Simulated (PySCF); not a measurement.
Name the molecule from its bond curve

A diatomic of charge 0 contains B. Its triplet curve at ROHF-MP2 in a triple-zeta basis (no relativity, PySCF), in eV from the separated fragments:

(R (Å), E (eV)): (1.745, -0.995), (1.826, -1.394), (1.907, -1.623), (1.968, -1.712), (2.029, -1.746), (2.090, -1.737), (2.171, -1.676), (2.272, -1.546), (2.394, -1.342), (2.557, -1.036)

The fit gives ωe = 609 cm⁻¹ and the rotational constant Bₑ = 0.5154 cm⁻¹.

Question: Which atom is the partner?

Answer: The minimum lies at 2.045 Å, so the reduced mass is 16.8576 u Å² cm⁻¹/(Bₑ·Re²) = 7.821 u. With B at 11.01 u the partner weighs about 27.0 u: Al. The molecule is AlB.

Correlated steps freeze 6 core orbitals. The state was picked by a PBE0 search and need not be the measured ground state.
